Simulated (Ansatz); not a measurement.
`SBCl`, relaxed with RKS PBE0-D4/def2-TZVP in Ansatz 0.2.0 from a GFN2-xTB geometry. The force threshold is 0.005 eV/Å; the program also tests the step.

Total charge 0; spin multiplicity 1.

Start:

```xyz
5

S     0.064    1.241   -0.481
B    -0.121   -0.329    0.348
Cl   -0.840   -0.394    1.888
H     0.645    0.793   -1.588
H     0.252   -1.311   -0.167
```

```tsv
step	energy (eV)	largest force (eV/Å)	largest move (Å)
1	-24060.7382	0.898	0.000
2	-24060.7624	0.501	0.018
3	-24060.7714	0.097	0.018
4	-24060.7717	0.039	0.011
5	-24060.7718	0.009	0.007
6	-24060.7718	0.002	0.001
```

End:

```xyz
5

S     0.058    1.255   -0.472
B    -0.112   -0.324    0.328
Cl   -0.851   -0.385    1.909
H     0.645    0.787   -1.586
H     0.260   -1.332   -0.179
```

Hardware: 2 threads of an AMD EPYC 7R13 on a shared host. Wall time 8.5 s, peak host memory 0.23 GiB.
